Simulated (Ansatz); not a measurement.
Input file:

```yaml
crystal:
  periodic: [false, false, false]
  atoms:
    - {symbol: Cl, position_ang: [0.000000, -0.101777, 2.160962]}
    - {symbol: B, position_ang: [0.000000, 0.791619, 0.686080]}
    - {symbol: Ge, position_ang: [0.000000, -0.078196, -1.122868]}
    - {symbol: H, position_ang: [0.000000, 0.724557, -2.445252]}
basis:
  gaussian: {orbitals: cc-pVDZ}
magnetization: {spin_polarized: true, initial_magnetization: 5}
hamiltonian: {xc: {name: SPW92}}
```

```sh
$ ansatz run in.yaml --threads 1 --pin off --events-out ev --progress --plain --max-ram 2393MiB
```

Question: Roughly how long does this take on 1 thread of Intel Xeon Platinum 8488C, shared host, and how much host memory?

Answer: 3.3 s wall and 0.2 GiB.

```
698 factors; integrals over basis functions are off by at most 1.1e-3 eV
mean field evaluation 1: about -69584.0801 eV, gradient 2.5e1 eV
mean field evaluation 2: about -69574.8257 eV, gradient 4.4e1 eV
mean field evaluation 4: about -69588.8689 eV, gradient 4.9e0 eV
mean field evaluation 8: about -69589.1365 eV, gradient 2.7e-1 eV
mean field evaluation 16: about -69589.1371 eV, gradient 1.4e-5 eV
mean field evaluation 32: about -69587.3099 eV, gradient 4.1e-5 eV
mean field evaluation 64: about -69585.4108 eV, gradient 4.4e-1 eV
mean field -69589.13712123 eV, -2557.3536199940 hartree, gradient 1.4e-5 eV, S^2 8.753246; 11 other end points of the search recorded, 0 dependent functions left out
reference -69589.13714932 eV, -2557.3536210261 hartree; 30, 25 occupied and 34, 39 virtual orbitals, 698 factors
Total energy: -69589.13714932 eV, -2557.3536210261 hartree
```
